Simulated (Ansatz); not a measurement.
A run of Ansatz (development build ahead of 0.2.0) on doublet H₃O₂ at this shape:

```xyz
5

O    -0.0455   -0.1532   -0.1086
H     0.6764   -0.1469   -0.7309
O     3.0453    0.2013    0.1259
H     3.1377   -0.5303   -0.4531
H     2.5529   -0.0857    0.9107
```

Its results:

| Property | Result |
| --- | --- |
| Converged | yes |
| Reference energy | -151.28991 hartree |
| Correlation energy | -0.35050 hartree |
| Total energy | -151.64041 hartree |
| Spin squared of the determinant | 0.755 |
| Stability test | minimum |

Forces (eV/Å):
```csv
atom,Fx,Fy,Fz
O1,-0.792,-0.085,0.691
H2,0.881,0.157,-0.617
O3,-0.329,1.555,0.972
H4,0.043,-1.375,-0.479
H5,0.197,-0.253,-0.567
```

(1) Which input gives this output? Name the method, the orbitals and the basis set, and write the input.

Results:

(1) UHF-MP2 in def2-SVP.

```yaml
crystal:
  periodic: [false, false, false]
  atoms:
    - { symbol: O, position_ang: [-0.04553, -0.15322, -0.10863] }
    - { symbol: H, position_ang: [0.67644, -0.1469, -0.73093] }
    - { symbol: O, position_ang: [3.04527, 0.20129, 0.12586] }
    - { symbol: H, position_ang: [3.13768, -0.53032, -0.45309] }
    - { symbol: H, position_ang: [2.55286, -0.08569, 0.91068] }
basis:
  gaussian: { orbitals: def2-SVP }
magnetization:
  spin_polarized: true
  initial_magnetization: 1
hamiltonian:
  xc: hf
correlation:
  method: mp2
  frozen_orbitals: { H: 0, O: 1 }
output:
  forces: true
```
